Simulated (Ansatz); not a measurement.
The same path of BClH$_{4}$Si (7 atoms, charge 0, multiplicity 1) was run twice with different band settings. The coordinate that changes most is the dihedral H4–B1–Si2–H7.

Level of theory: Ansatz, RKS PBE0-D4/def2-SVP.

Relaxed end points:

```xyz
7
Properties=species:S:1:pos:R:3
B -1.019 0.004 -0.691
Si 0.629 -0.108 0.450
Cl 1.792 1.615 0.378
H -1.758 -0.954 -0.719
H -1.311 0.973 -1.348
H 0.246 -0.343 1.878
H 1.481 -1.255 0.007
```

```xyz
7
Properties=species:S:1:pos:R:3
B -0.955 0.080 -0.709
Si 0.610 -0.370 0.448
Cl 1.112 1.655 0.703
H -2.023 0.344 -0.212
H -0.804 0.257 -1.894
H 0.351 -0.964 1.791
H 1.771 -1.070 -0.172
```

Common settings: spring 5.0 eV/Å²; optimiser quadratic models (default); start path IDPP; force threshold 0.05 eV/Å; iteration limit 60; end points relaxed.

| run | movable images | climbing image |
| --- | --- | --- |
| 1 | 5 | yes |
| 2 | 8 | no |

(1) What does each run give, and how far can it be trusted?

Answers

(1) Run 1: converged after 5 iterations, highest image 0.031 eV above the first end. A vibrational analysis at the climbing image gives one clearly imaginary mode, 113i cm⁻¹: a first-order saddle point.
Run 2: converged after 5 iterations, highest image 0.031 eV above the first end. No image climbed, so the highest image needn't sit at the top of the path.
